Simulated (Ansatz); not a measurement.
Born–Oppenheimer molecular dynamics of BFH₄S (7 atoms, charge 0, multiplicity 1). It starts from a rough guess of a transition structure, not a stationary point.

Method: UKS CAM-B3LYP-D4/STO-3G in Ansatz 0.2.0.

```yaml
ensemble: NVE (velocity Verlet)
time_step: 0.5 fs
steps_asked: 150
starting_velocities_drawn_for: 300 K
seed: 755528
```

First frame:

```xyz
7
Properties=species:S:1:pos:R:3
B -0.201 -0.446 0.672
S -0.566 1.262 -0.672
H -1.204 -0.992 0.886
H 0.608 -0.154 1.453
H 0.188 -0.255 -1.249
F 0.539 -1.220 -0.623
H 0.636 1.804 -0.467
```

Question: How far do the bonds stretch over the last three quarters of this one trajectory? (Pairs bonded in most of those frames.)

Answer: 
```json
{"bond": "B1–S2", "mean (Å)": "1.993", "spread (Å)": "0.131", "shortest": "1.73", "longest": "2.18"}
{"bond": "B1–H3", "mean (Å)": "1.176", "spread (Å)": "0.022", "shortest": "1.13", "longest": "1.21"}
{"bond": "B1–H4", "mean (Å)": "1.177", "spread (Å)": "0.024", "shortest": "1.14", "longest": "1.23"}
{"bond": "B1–F6", "mean (Å)": "1.499", "spread (Å)": "0.137", "shortest": "1.31", "longest": "1.73"}
{"bond": "S2–H5", "mean (Å)": "1.557", "spread (Å)": "0.144", "shortest": "1.37", "longest": "1.79"}
{"bond": "S2–H7", "mean (Å)": "1.356", "spread (Å)": "0.019", "shortest": "1.32", "longest": "1.39"}
```

Pairs bonded in part of these frames only: S2–H5 83 %, H5–F6 24 %.

Mean temperature of the second half: 1263 K. The conserved energy stayed within 0.25 meV per atom of its start (net change -0.12 meV per atom), so the integration is sound. The kinetic energy rose, since the run started high on the potential surface and went downhill. A run of 0.075 ps of so small a system gives no equilibrium averages. The orbitals were unrestricted but ended closed-shell. Limits of this set-up: minimal basis.

The run took 6 min on 1 thread of Arm Neoverse N1, with other jobs on the host, peak memory 0.1 GiB.
